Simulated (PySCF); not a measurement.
Structure problem from calculated spectra and properties.

Formula: C2H6O3S.

- 13C NMR: chemical shifts (computed TMS as zero) by class: 55.6 (1 C), 10.3 (1 C) ppm [GIAO PBE0/pcSseg-1]
- Rotational structure: rotational constants A, B, C: 4.621, 2.522, 2.487 GHz [GFN2-xTB]
- Dipole: 3.69 D [PBE0/pcSseg-1]
- NMR, other nuclei: isotropic shieldings of nuclei other than C and H, by class: 104 (2 O), 137 (1 O), 179 (1 S) ppm [GIAO PBE0/pcSseg-1]
- 1H NMR: chemical shifts (computed TMS as zero) by class: 4.40 (1 H), 2.92 (2 H), 1.57 (3 H) ppm [GIAO PBE0/pcSseg-1]

The electronic properties come from PySCF, for the isolated species, density fitting. Levels stand in brackets. Isolated species at its GFN2-xTB geometry (one conformer only). NMR values are class means; diastereotopic atoms form classes of their own.

Q: What is the compound? Reason from the data.

A: Numbering: `[CH3:1][CH2:2][S:3](=[O:4])(=[O:5])[OH:6]`. 2 carbons fall into 2 classes; from least to most shielded: sp3 carbon bound to sulfur [C2] (55.6 ppm), methyl carbon [C1] (10.3 ppm). Hydrogen classes from least to most shielded: 1 H on a hydroxyl oxygen, O6 (4.40 ppm), 2 H on an sp3 carbon bound to sulfur, C2 (2.92 ppm), 3 H on a methyl carbon, C1 (1.57 ppm). The other shieldings belong to: 104 ppm, sulfonyl oxygen [O4/O5]; 137 ppm, hydroxyl oxygen [O6]; 179 ppm, sulfonyl sulfur [S3]. The optimised geometry has point group C1 and is an asymmetric top. Structure: `S(O)(=O)(=O)CC`. Computed isomers that give other values at the same levels: `COS(=O)OC` (smallest rotational constant: 2.143 GHz; this holds for the one conformer computed); `COS(C)(=O)=O` (13C chemical shifts (computed TMS as zero) by class: 48.0 (1 C), 43.4 (1 C) ppm). The assignments are read from this structure; whether some other isomer fits the data as well wasn't checked.

Conformer computed: `[CH3:1][CH2:2][S:3](=[O:4])(=[O:5])[OH:6]`: C1–C2–S3–O4 -51°, H–O6–S3–C2 122°.
